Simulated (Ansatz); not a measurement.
# C4H3O2 radical: energies up the ladder

The task here is to estimate one member of a computed series from the others.

Computed with Ansatz 0.2.0 (the levels named in each step, unless a step's input says otherwise).

## The system as given

Bond lengths: O1–C2 1.206 Å, C2–C3 1.442 Å, C3–C4 1.381 Å, C4–C5 1.387 Å, C2–O6 1.408 Å, C5–O6 1.326 Å, C3–H7 1.070 Å, C4–H8 1.072 Å, C5–H9 1.074 Å. Angles: O1–C2–C3 132.4°, O1–C2–O6 121.3°, C3–C2–O6 106.3°, C2–C3–C4 107.4°, C2–C3–H7 123.8°, C4–C3–H7 128.8°, C3–C4–C5 106.6°, C3–C4–H8 127.7°, C5–C4–H8 125.8°, C4–C5–O6 112.1°, C4–C5–H9 130.4°, O6–C5–H9 117.5°, C2–O6–C5 107.7°.

As a file:

```xyz
9

O     1.9234   -0.3393    0.0344
C     0.7507   -0.0573    0.0104
C     0.0552    1.2049   -0.0464
C    -1.2984    0.9307   -0.0502
C    -1.4222   -0.4493    0.0020
O    -0.2428   -1.0548    0.0381
H     0.5473    2.1550   -0.0785
H    -2.1086    1.6313   -0.0860
H    -2.2992   -1.0695    0.0161
```

Set-up of the first run:

input.yaml reads:

```yaml
crystal:
  periodic: [false, false, false]
  atoms:
    - { symbol: O, position_ang: [1.92337, -0.33931, 0.03441] }
    - { symbol: C, position_ang: [0.7507, -0.05728, 0.01037] }
    - { symbol: C, position_ang: [0.05523, 1.20492, -0.0464] }
    - { symbol: C, position_ang: [-1.29841, 0.93075, -0.05016] }
    - { symbol: C, position_ang: [-1.42217, -0.4493, 0.00201] }
    - { symbol: O, position_ang: [-0.24284, -1.0548, 0.03814] }
    - { symbol: H, position_ang: [0.54732, 2.15504, -0.07848] }
    - { symbol: H, position_ang: [-2.10865, 1.63134, -0.08601] }
    - { symbol: H, position_ang: [-2.2992, -1.06953, 0.01608] }
magnetization:
  spin_polarized: true
  initial_magnetization: 1
basis:
  gaussian: { orbitals: def2-SVP }
hamiltonian:
  xc: pbe
  dispersion: d4
relax:
  f_tol: 0.03
  max_steps: 200
```

Started as:

```sh
$ ansatz run input.yaml --threads 4 --pin off --max-ram 10240MiB --backend cpu --events-out ev --progress --plain --runs-dir out
```

Steps of the session up to this table: A rough first relaxation, PBE-D4/def2-SVP; Relaxation, PBE0-D4/def2-TZVPP; Frequencies, PBE0-D4/def2-TZVPP; Single point, PBE-D4/def2-TZVPP; Single point, r2SCAN-D4/def2-TZVPP; Single point, B3LYP-D4/def2-TZVPP; Single point, wB97M-V/def2-TZVPP; Single point, B2PLYP/def2-TZVPP; Single point, LDA/def2-TZVPP; Single point, PBE0-D4/def2-SVP; Single point, PBE-D4/def2-SVP; The cation of multiplicity 1 at the same geometry, PBE0-D4/def2-TZVPP; The cation of multiplicity 1 at the same geometry, PBE-D4/def2-TZVPP; The cation of multiplicity 1 at the same geometry, r2SCAN-D4/def2-TZVPP; The cation of multiplicity 1 at the same geometry, B3LYP-D4/def2-TZVPP; The cation of multiplicity 1 at the same geometry, wB97M-V/def2-TZVPP; The cation of multiplicity 1 at the same geometry, B2PLYP/def2-TZVPP.

One table of the session follows, with a row left open; its other results are not shown here.

It belongs to the step «Vertical ionisation energy». 

| level | vertical ionisation energy (eV) | from B2PLYP/def2-TZVPP (eV) |
| --- | --- | --- |
| PBE-D4/def2-TZVPP | 8.494 | +0.126 |
| r2SCAN-D4/def2-TZVPP | 8.644 | +0.276 |
| B3LYP-D4/def2-TZVPP | ? | ? |
| wB97M-V/def2-TZVPP | 8.469 | +0.101 |
| B2PLYP/def2-TZVPP | 8.368 | +0.000 |

**Question.** Estimate the row for B3LYP-D4/def2-TZVPP.

The run gave: vertical ionisation energy (eV): 8.617; from B2PLYP/def2-TZVPP (eV): +0.250. In the column «vertical ionisation energy (eV)» it lies between PBE-D4/def2-TZVPP (8.494) and r2SCAN-D4/def2-TZVPP (8.644).
